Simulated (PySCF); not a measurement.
## Highest orbital energy against ionisation energy along group 15

Calculated with PySCF 2.14, no spin-orbit coupling. Each cell gives −ε(HOMO) / ΔSCF in eV; NIST values include spin-orbit coupling, (s) semi-empirical, (t) theoretical.

```csv
species,UHF,LDA,PBE,PBE0,r2SCAN,NIST (lowest levels)
"N (ANO-RCC-VTZP, spin-free X2C)",15.522 / 13.894,8.376 / 15.024,8.247 / 14.735,10.187 / 14.708,8.872 / 14.817,14.534
"P (ANO-RCC-VTZP, spin-free X2C)",10.653 / 9.898,6.290 / 10.563,6.289 / 10.482,7.525 / 10.522,6.687 / 10.632,10.487
"As (ANO-RCC-VTZP, spin-free X2C)",10.041 / 9.420,5.954 / 10.019,5.921 / 9.883,7.099 / 9.946,6.303 / 10.088,9.789
"Sb (ANO-RCC-VTZP, spin-free X2C)",9.103 / 8.586,5.547 / 9.147,5.493 / 8.989,6.544 / 9.064,5.841 / 9.178,8.608
"Bi (ANO-RCC-VTZP, spin-free X2C)",8.700 / 8.223,5.315 / 8.781,5.213 / 8.587,6.224 / 8.660,5.579 / 8.776,7.286
```

Problem. How far is −ε(HOMO) from ΔSCF on average for each method, and why?

Solution. UHF 0.80 eV; LDA -4.41 eV; PBE -4.30 eV; PBE0 -3.06 eV; r2SCAN -4.04 eV. Hartree-Fock orbital energies lack relaxation and so exceed the ΔSCF value; semilocal functionals have convex E(N) from self-interaction, so their HOMO lies far too high; exact exchange moves hybrids part of the way back.
